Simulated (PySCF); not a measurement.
Consider 3-fluoropropenenitrile, `N#C/C=C/F` (C3H2FN). Optimised structure (Å), atoms numbered from 1:
```
N     2.5329   -0.3478   -0.0382
C     1.4340    0.0219   -0.0094
C     0.0929    0.4917    0.0173
C    -0.9400   -0.3570   -0.0195
F    -2.1810    0.0742   -0.0066
H    -0.0846    1.5699    0.0630
H    -0.8513   -1.4467   -0.0644
```

Energies: M06-2X/def2-TZVP (PySCF, density fitting, integration grid level 3) on PBE0-D3(BJ)/def2-SVP structures. Zero-point and thermal terms (298.15 K, 1 bar) come from unscaled PBE0-D3(BJ)/def2-SVP harmonic frequencies, with soft modes damped to free rotors in the entropy.

**Question.** Rank these bonds by dissociation enthalpy, weakest first.
A. C3–H
B. C4–H
C. C4–F5

**Answer.** A (459 kJ/mol), B (471 kJ/mol), C (525 kJ/mol).

**Question.** For C3–H, what are ΔE (electronic) and ΔG(298 K) of the homolysis?

**Answer.** ΔE = 488 and ΔG = 422 kJ/mol, beside ΔH = 459 kJ/mol. The radicals are `N#C/[C]=C/F` and H•.
